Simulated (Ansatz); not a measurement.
**Ge–PH₂⁺, triplet in cc-pVTZ: errors against UCCSDT(Q)**

Geometry: that of the Ge–PH2, doublet, kept fixed.

```yaml
atoms:
  - { symbol: Ge, position_ang: [0.0000, 0.0000, 0.7020] }
  - { symbol: P, position_ang: [0.0000, 0.0000, -1.4925] }
  - { symbol: H, position_ang: [0.0000, 1.1073, -2.3623] }
  - { symbol: H, position_ang: [0.0000, -1.1073, -2.3623] }
```

Basis cc-pVTZ; Ansatz 0.2.0. Only valence electrons are correlated (noble-gas cores and the filled d shells of p-block atoms frozen), which leaves 10 electrons in 86 orbitals. Prefix R: restricted or restricted open-shell reference; prefix U: unrestricted. Active spaces: valence = (10e, 10o) chosen from the atoms' valence shells. No spin–orbit coupling is included, and no scalar relativity.

Full CI isn't at hand for all of this; UCCSDT(Q) serves as the reference, and is uncertain by about the last step of the cluster series. The frozen core follows each run's orbitals, which can shift R against U totals by a few meV for light atoms and by up to 0.1 eV past Ca.

The UHF ⟨S²⟩ is 2.038 and the T1 diagnostic (RCCSD) is 0.0212. The largest doubles amplitude (RCCSD) is 0.059 and the T1 diagnostic (UCCSD) is 0.0211.

```tsv
level	E − E(RHF) (eV)
UHF	-0.2159
UMP2	-5.3599
UCCSD	-6.3832
UCCSD(T)	-6.6275
```

Problem. Estimate how far UCCSDT(Q) in cc-pVTZ lies from UCCSD(T). The table doesn't fix it; the size of (T) and the diagnostics are the guide.

Solution. UCCSDT(Q) in cc-pVTZ lies 5.1 kJ/mol below UCCSD(T), which is 21 % of the (T) step (-23.6 kJ/mol). The diagnostics are small and the rest is a small part of (T), but (T) is large here. The miss exceeds 1 kcal/mol.

The other levels:

```json
{"level": "UCCSDT", "E − E(UCCSDT(Q)) (kJ/mol)": "1.1", "share of correlation (%)": "99.83", "wall time": "–"}
```

The correlation energy at UCCSDT(Q), counted from RHF, is -6.680 eV. That run took 16 s on 2 threads of AMD EPYC 7R13 with a shared H100 80 GB, shared host.

Run but not shown, since their state or frozen core can't be matched to the reference's or they repeat it: RHF, RMP2, RCCSD, RCCSD(T), BCCD(T), RCCSDT, RCCSDT(Q), CASSCF (valence space), NEVPT2 (valence space), MRCISD (valence space), MRCISD+Q (valence space).

Times hold each run's SCF and search for its determinant on a shared host, so for small cases they say little of a method's own cost.

Natural occupations of CASSCF (valence space) about the gap: 1.987 1.979 1.973 1.933 0.999 0.999 0.047 0.038 0.025 0.019; effectively unpaired electrons, Σ n²(2−n)², 2.04.
